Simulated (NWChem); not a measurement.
Species: B cation, singlet

Results from NWChem. Medium grid unless said otherwise, to which SCAN and Minnesota functionals are sensitive. Low-valent species are run as closed-shell singlets; no triplet was tried in these runs.

For level TPSSh/def2-TZVP:

| Item | Value |
|---|---|
| highest occupied level (eV) | -20.20 |
| orbital gap (eV) | 7.62 |

Task: What are these values for level MN15/def2-TZVP?

Result: The highest occupied level (eV) is -21.33 and the orbital gap (eV) comes out as 10.23.
